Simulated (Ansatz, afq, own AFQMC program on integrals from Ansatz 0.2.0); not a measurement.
# Atomization energy of N2H, doublet

```xyz
3

N     0.0000   -0.1292    0.5306
N     0.0000    0.0784   -0.6154
H     0.0000    0.7060    1.1777
```

Connectivity, by distances: NH–N.

Atoms in their ground-state spins without spin–orbit coupling (mostly on UHF) minus the molecule (UHF), without zero-point energy. The geometry is a stationary point, not shown to be a minimum.

Basis cc-pVDZ. Only valence electrons are correlated. Integrals, coupled cluster, full CI and functionals: Ansatz 0.2.0; the random walks run on the same integrals in our own AFQMC program. The CISD trial takes its coefficients from CCSD amplitudes. Released means that phaseless walkers are propagated on without the constraint, phases kept. Error bars are statistical, one sigma. The errors of all members are added in quadrature.

No full CI on the walks' own integrals is used here; CCSDT(Q) serves as the reference and is uncertain by about the last step of the cluster series. Each member takes its own surest rung, up to full CI.

Errors are counted within cc-pVDZ, not against nature.

Cautions: N₂H (doublet): unrestricted determinant slightly spin contaminated (⟨S²⟩ 0.84 against 0.75).

Reference (CCSDT(Q)): 192.5 kcal/mol.

| level | atomization energy (kcal/mol) | error against CCSDT(Q) (kcal/mol) |
| --- | --- | --- |
| HF | 98.0 | -94.5 |
| MP2 | 189.9 | -2.6 |
| CCSD | 185.5 | -7.0 |
| CCSD(T) | 191.5 | -1.1 |
| CCSDT | 191.8 | -0.7 |
| ph-AFQMC/HF | 193.3 ± 0.7 | 0.7 ± 0.7 |
| ph-AFQMC/CISD | 192.2 ± 0.1 | -0.3 ± 0.1 |
| released AFQMC | 192.5 ± 0.1 | 0.0 ± 0.1 |

Correlation beyond CCSD(T) adds 1.1 kcal/mol. The perturbative (T) step is worth +6.0 kcal/mol.

A walk keeps the symmetry of its determinant, which the program's search chose and which needn't be the lowest solution, so a lower state of the same spin and another symmetry isn't excluded. Released energies are given only where the last usable release times agree within the noise; a slower fall can still hide under it.
